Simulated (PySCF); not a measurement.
Molecule: SMILES [C@@H]1(C(=C)C)CN1, C5H9N.

Structure with atom numbers: `[CH2:1]=[C:2]([CH3:3])[C@@H:4]1[CH2:5][NH:6]1`. Hydrogens are named by the atom that carries them. Ha(C5) is cis to C2 on the ring; Ha(C1) is cis to C3; Hb(C5) is trans to C2 on the ring; Hb(C1) is trans to C3.

Geometry PBE0-D3(BJ)/def2-SVP throughout; GIAO in PySCF, gas phase, one conformer, non-relativistic; equivalent atoms averaged; functional PBE0.

For orientation, STO-3G gives these shifts δ (against TMS, NH3 at the same level): C4 30.9, C5 28.6, C3 25.4, N6 11.2, Ha(C1) 4.90, Hb(C1) 4.54, H(C4) 1.50, Hb(C5) 1.34, Ha(C5) 0.55 ppm.

A run gave: C4 32.4, C5 28.8, C3 23.0, N6 17.7, Ha(C1) 4.67, Hb(C1) 4.35, H(C4) 1.77, Hb(C5) 1.42, Ha(C5) 0.85 ppm (shifts δ (against TMS, NH3 at the same level)).

Which basis set was used in that run?
A. def2-TZVP
B. def2-SVP
C. pcSseg-1
D. 6-31G*

Results:

B. Hb(C5) tells them apart best: def2-SVP gives 1.42, pcSseg-1 gives 1.59, def2-TZVP gives 1.65, 6-31G* gives 1.66 ppm.
